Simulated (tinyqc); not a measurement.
CCSD on RHF in the sto-3g basis, frozen core, for H3O+, spin multiplicity 1, step by step. One step of it, computed by the program tinyqc.

Question. Orthogonalisation. S = U s U^T; canonical form X = U s^(-1/2), so that X^T S X = 1. Each column of U has its largest component positive (the first on a tie).

overlap S, order 1O 1s, 1O 2s, 1O 2px, 1O 2py, 1O 2pz, 2H 1s, 3H 1s, 4H 1s:
$$\begin{pmatrix}
1.000000 & 0.236704 & 0.000000 & 0.000000 & 0.000000 & 0.049648 & 0.049699 & 0.049699 \\
0.236704 & 1.000000 & 0.000000 & 0.000000 & 0.000000 & 0.452022 & 0.452300 & 0.452300 \\
0.000000 & 0.000000 & 1.000000 & 0.000000 & 0.000000 & 0.362411 & -0.181360 & -0.181360 \\
0.000000 & 0.000000 & 0.000000 & 1.000000 & 0.000000 & 0.000000 & 0.313922 & -0.313922 \\
0.000000 & 0.000000 & 0.000000 & 0.000000 & 1.000000 & -0.117476 & -0.117576 & -0.117576 \\
0.049648 & 0.452022 & 0.362411 & 0.000000 & -0.117476 & 1.000000 & 0.210941 & 0.210941 \\
0.049699 & 0.452300 & -0.181360 & 0.313922 & -0.117576 & 0.210941 & 1.000000 & 0.211190 \\
0.049699 & 0.452300 & -0.181360 & -0.313922 & -0.117576 & 0.210941 & 0.211190 & 1.000000
\end{pmatrix}$$

Give: eigenvalues of S; X.

Answer.

eigenvalues of S: [0.3480, 0.4381, 0.4382, 0.9355, 1.0508, 1.3507, 1.3509, 2.0877]

X, order 1O 1s, 1O 2s, 1O 2px, 1O 2py, 1O 2pz, 2H 1s, 3H 1s, 4H 1s:
$$\begin{pmatrix}
-0.3437 & 0.0000 & 0.0007 & 0.7421 & 0.6228 & 0.0000 & 0.0001 & 0.1316 \\
1.3034 & 0.0000 & -0.0019 & -0.1243 & 0.1974 & 0.0000 & 0.0002 & 0.4114 \\
-0.0018 & 0.0000 & -0.9367 & 0.0000 & -0.0001 & 0.0000 & 0.6750 & -0.0002 \\
0.0000 & 0.9366 & 0.0000 & 0.0000 & 0.0000 & 0.6751 & 0.0000 & 0.0000 \\
-0.3064 & 0.0000 & 0.0004 & -0.6760 & 0.7029 & 0.0000 & 0.0000 & -0.0995 \\
-0.5646 & 0.0000 & 0.9685 & -0.1236 & -0.1013 & 0.0000 & 0.4357 & 0.3067 \\
-0.5673 & -0.8383 & -0.4829 & -0.1235 & -0.1012 & 0.3772 & -0.2177 & 0.3070 \\
-0.5673 & 0.8383 & -0.4829 & -0.1235 & -0.1012 & -0.3772 & -0.2177 & 0.3070
\end{pmatrix}$$
